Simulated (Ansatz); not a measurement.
## What a trial cell of Au relaxes into

Theory: DFT r2SCAN, scalar-relativistic, plane waves, PAW (Ansatz 0.2.0). Cutoff 500 eV, Γ-centred k mesh, Gaussian smearing, no spin polarisation in the final step.

The start puts Au on the alpha-boron structure type (R-3m, No. 166), at a guessed volume.

```yaml
crystal:
  lattice:
    - [3.39780, 1.96172, 5.79461]
    - [-3.39780, 1.96172, 5.79461]
    - [0.00000, -3.92344, 5.79461]
  atoms:
    - { symbol: Au, position: [0.01019, 0.65361, 0.01019] }
    - { symbol: Au, position: [0.01019, 0.01019, 0.65361] }
    - { symbol: Au, position: [0.65361, 0.01019, 0.01019] }
    - { symbol: Au, position: [0.98981, 0.34639, 0.98981] }
    - { symbol: Au, position: [0.34639, 0.98981, 0.98981] }
    - { symbol: Au, position: [0.98981, 0.98981, 0.34639] }
    - { symbol: Au, position: [0.22118, 0.63060, 0.22118] }
    - { symbol: Au, position: [0.22118, 0.22118, 0.63060] }
    - { symbol: Au, position: [0.63060, 0.22118, 0.22118] }
    - { symbol: Au, position: [0.77882, 0.36940, 0.77882] }
    - { symbol: Au, position: [0.36940, 0.77882, 0.77882] }
    - { symbol: Au, position: [0.77882, 0.77882, 0.36940] }
```

Cell and atoms relax at zero pressure; the relaxation can't lower the symmetry of the start. After a coarse first stage the cell is made exact in the group found at 0.06 Å.

Energies count from the standard state of Au at the same level.

Question: What does it relax into?

Answer: It keeps R-3m (No. 166). The result has the alpha-boron structure. Conventional cell: a = 7.240 Å, c = 19.647 Å. Au on Wyckoff site h (6 atoms of the primitive cell) is coordinated by 6 Au at 2.60–2.81 Å; Au on Wyckoff site h (6 atoms of the primitive cell) has 7 Au at 2.69–2.84 Å.

```xyz
12
Lattice="3.6199 2.0899 6.5490 -3.6199 2.0899 6.5490 0.0000 -4.1799 6.5490" Properties=species:S:1:pos:R:3 pbc="T T T"
Au   -2.2136    1.2780    4.4903
Au    0.0000   -2.5560    4.4903
Au    2.2136    1.2780    4.4903
Au    2.2136   -1.2780   15.1566
Au   -2.2136   -1.2780   15.1566
Au    0.0000    2.5560   15.1566
Au   -1.3447    0.7764    7.0909
Au    0.0000   -1.5528    7.0909
Au    1.3447    0.7764    7.0909
Au    1.3447   -0.7764   12.5561
Au   -1.3447   -0.7764   12.5561
Au    0.0000    1.5528   12.5561
```

Question: What are its volume, energy, density and gap?

Answer: The volume per atom is 24.77 Å³, the density is 13.20 g/cm³ and the energy over the standard structure is 0.47 eV/atom. The gap on the 6×6×6 mesh is 0 eV (a metal).

The final run used a 6×6×6 mesh on its 12-atom cell and 0.10 eV smearing. The k mesh leaves about 4 meV/atom of noise in metals. Spin–orbit coupling is left out. A structure relaxed within its symmetry needn't be a true minimum. The steps took of the order of 18 core-minutes in all.